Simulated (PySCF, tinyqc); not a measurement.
Inside a calculation. Method: LCCD on RHF in the sto-3g basis, for CH+, spin multiplicity 1. The lowest restricted solution is unstable here: a spin-polarised one lies 0.0081 hartree lower (PySCF). One step of it, computed by the program tinyqc.

Task: LCCD: starting amplitudes. t_ij^ab = <ij||ab> / (e_i + e_j - e_a - e_b), whose energy is MP2.

orbital energies (hartree): MO1 -11.647256, MO2 -1.132929, MO3 -0.777311, MO4 -0.247268, MO5 -0.247268, MO6 -0.074754

Two-electron integrals over orbitals (pq|rs), unique and non-zero (hartree):
```
p,q,r,s,(pq|rs)
1,1,1,1,3.514049
2,1,1,1,-0.339065
2,1,2,1,0.052099
2,2,1,1,0.799102
2,2,2,1,-0.013432
2,2,2,2,0.576805
3,1,1,1,0.115297
3,1,2,1,-0.015550
3,1,2,2,0.011595
3,1,3,1,0.018331
3,2,1,1,-0.091540
3,2,2,1,0.006958
3,2,2,2,0.003869
3,2,3,1,0.015367
3,2,3,2,0.109915
3,3,1,1,0.702971
3,3,2,1,-0.009334
3,3,2,2,0.517715
3,3,3,1,-0.005441
3,3,3,2,-0.035358
3,3,3,3,0.552043
4,1,4,1,0.021438
4,2,4,1,0.027045
4,2,4,2,0.116603
4,3,4,1,-0.009065
4,3,4,2,-0.032773
4,3,4,3,0.035790
4,4,1,1,0.852070
4,4,2,1,-0.010519
4,4,2,2,0.585204
4,4,3,1,0.003424
4,4,3,2,-0.051114
4,4,3,3,0.523251
4,4,4,4,0.672833
5,1,5,1,0.021438
5,2,5,1,0.027045
5,2,5,2,0.116603
5,3,5,1,-0.009065
5,3,5,2,-0.032773
5,3,5,3,0.035790
5,4,5,4,0.036269
5,5,1,1,0.852070
5,5,2,1,-0.010519
5,5,2,2,0.585204
5,5,3,1,0.003424
5,5,3,2,-0.051114
5,5,3,3,0.523251
5,5,4,4,0.600295
5,5,5,5,0.672833
6,1,1,1,0.095843
6,1,2,1,-0.016721
6,1,2,2,-0.001901
6,1,3,1,-0.006381
6,1,3,2,-0.016185
6,1,3,3,0.009570
6,1,4,4,0.002783
6,1,5,5,0.002783
6,1,6,1,0.014826
6,2,1,1,-0.158140
6,2,2,1,0.002867
6,2,2,2,-0.081577
6,2,3,1,-0.013480
6,2,3,2,-0.015268
6,2,3,3,-0.012499
6,2,4,4,-0.085404
6,2,5,5,-0.085404
6,2,6,1,0.009242
6,2,6,2,0.073269
6,3,1,1,-0.226918
6,3,2,1,0.004771
6,3,2,2,-0.085595
6,3,3,1,0.002401
6,3,3,2,0.077444
6,3,3,3,-0.068551
6,3,4,4,-0.123084
6,3,5,5,-0.123084
6,3,6,1,-0.004773
6,3,6,2,0.060653
6,3,6,3,0.147341
6,4,4,1,-0.006949
6,4,4,2,-0.029343
6,4,4,3,-0.008628
6,4,6,4,0.019822
6,5,5,1,-0.006949
6,5,5,2,-0.029343
6,5,5,3,-0.008628
6,5,6,5,0.019822
6,6,1,1,0.569479
6,6,2,1,-0.004702
6,6,2,2,0.478642
6,6,3,1,0.011112
6,6,3,2,0.084249
6,6,3,3,0.487595
6,6,4,4,0.432154
6,6,5,5,0.432154
6,6,6,1,-0.006751
6,6,6,2,0.005510
6,6,6,3,0.074652
6,6,6,6,0.613843
```

Give: Starting amplitudes; correlation energy.

Result:

Starting amplitudes (spin orbitals 1a, 1b, ...; amplitudes related by a flip of all spins are not repeated):
```
from,to,t
3a 3b,6a 6b,-0.1049
2a 2b,4a 4b,-0.0658
2a 2b,5a 5b,-0.0658
2a 2b,6a 6b,-0.0346
2a 3b,6a 6b,-0.0344
3a 3b,4a 4b,-0.0338
3a 3b,5a 5b,-0.0338
2a 3b,4a 4b,0.0231
2a 3b,5a 5b,0.0231
1a 2b,4a 4b,-0.0022
1a 2b,5a 5b,-0.0022
1a 1b,4a 4b,-0.0009
1a 1b,5a 5b,-0.0009
1a 3b,4a 4b,0.0008
1a 3b,5a 5b,0.0008
1a 2b,6a 6b,-0.0007
1a 1b,6a 6b,-0.0006
1a 3b,6a 6b,3.89e-04
```

correlation energy = -0.043301 hartree
